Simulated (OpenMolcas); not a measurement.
## H2 (hydrogen): methods side by side

The species is H2 (2 atoms), meant as a singlet with charge 0. SMILES: `[H][H]`. Geometry: relaxed at PBE0-D4/def2-TZVP.

```xyz
2

H     0.3193   -0.0992    0.1655
H    -0.3193    0.0992   -0.1655
```

Quantity: the lowest excitation energy, in eV. The values are calculated.

```
                                    level                   kind     program  value (eV)  CPU time
                        CASPT2(2,2)/3-21G         multireference  OpenMolcas       15.99     2.5 s
CASPT2(2,2)/6-31G** (spherical functions)         multireference  OpenMolcas       15.12     2.3 s
                 CIS(2,10)/ANO-R1 (sfX2C)  coupled cluster or CI  OpenMolcas       13.33       7 s
                                FCI/3-21G     exact in the basis  OpenMolcas       15.84     2.5 s
                                FCI/6-31G     exact in the basis  OpenMolcas       15.26     2.6 s
        FCI/6-31G** (spherical functions)     exact in the basis  OpenMolcas       14.97     1.8 s
                       FCI/ANO-R1 (sfX2C)     exact in the basis  OpenMolcas       13.16     3.7 s
```

The values span 13.16 to 15.99 eV. High-level rows in very small sets aren't better than simpler rows in larger ones. CPU times are rough (shared hosts, several kinds of processor and program).
